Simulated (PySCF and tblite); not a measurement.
C₃H₉N, numbered as in [CH3:1][CH:2]([CH3:3])[NH2:4].

Geometries PBE0-D3(BJ)/def2-SVP; weights from B3LYP-D3(BJ)/pcSseg-1 energies and GFN2-xTB thermal corrections, with symmetry numbers and mirror pairs. Conformers within 3 kcal/mol (GFN2-xTB free energy) were kept, 4 at most. GIAO shieldings: B3LYP/pcSseg-1. Shifts are against TMS (¹H), TMS (¹³C), NH3 (¹⁵N) at the same level. (PySCF 2.14, tblite 0.8.)

Torsions listed: C1–C2–N4–H4. Of a mirror pair one member is shown.

```tsv
conformer	shape	symmetry	E(GFN2) kcal/mol	E(DFT) kcal/mol
1	64°	C1 (pair)	0.00	0.01
2	-60°	Cs	1.01	0.00
```

**Question.** How much do the weights at 298.15 K and the averaged shift of H2 depend on how the conformers are weighted?

**Answer.** 
| weighting | 1 (%) | 2 (%) | δ (ppm) | rms dipole (D) |
| --- | --- | --- | --- | --- |
| DFT energy with thermal terms, symmetry and mirror images (full scheme) | 59 | 41 | 2.87 | 1.30 |
| DFT energy with symmetry and mirror images | 66 | 34 | 2.84 | 1.29 |
| bare DFT energy | 49 | 51 | 2.92 | 1.30 |
| GFN2-xTB energy with symmetry and mirror images | 92 | 8 | 2.73 | 1.28 |
| GFN2-xTB free energy | 89 | 11 | 2.74 | 1.28 |
| leading conformer alone | 100 | 0 | 2.69 | 1.27 |
| equal weights | 50 | 50 | 2.92 | 1.30 |

The largest departure from the full scheme, 0.18 ppm, comes with: leading conformer alone.


¹⁵N shifts are against a computed isolated NH3 molecule, about 20 ppm from the liquid.